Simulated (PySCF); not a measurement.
# Structure elucidation problem

The spectra below were simulated for a compound C$_{4}$H$_{4}$.

¹H NMR (400 MHz, computed): δ 5.95 (s, 4H).

¹³C{¹H} NMR (computed): δ 151.3 (CH, 4C).

[PySCF: geometry from PBE0-D3(BJ)/def2-TZVP; NMR shieldings at PBE0/pcSseg-2/GIAO; non-relativistic Hamiltonian; rapidly exchanging positions averaged; one conformer; gas phase]

Referencing at the same level of theory: ¹H (31.52 ppm), ¹³C (186.03 ppm) vs TMS.

What is the structure?

Answers


1. Rings plus π bonds: 3 (1 ring in the answer).
2. 1 carbon signal for 4 carbons: some carbons are equivalent by symmetry or fast rotation.
3. Carbon types of the structure: 4 × CH, which accounts for all hydrogens.
4. δC 151.3: alkene CH; an sp2 carbon of a C=C bond.
5. δH 5.95: hydrogen on an alkene CH; olefinic region.

Structure: `C1=CC=C1`.

Shifts are as computed. Against solution values, carbons near 30 ppm lie about +3 ppm off and those near 130 ppm about +9 ppm. Of 1211 compounds with measured shifts, 218 miss one by over three times the rms of a fit or turn the order of signals round; such compounds aren't used in these exercises.
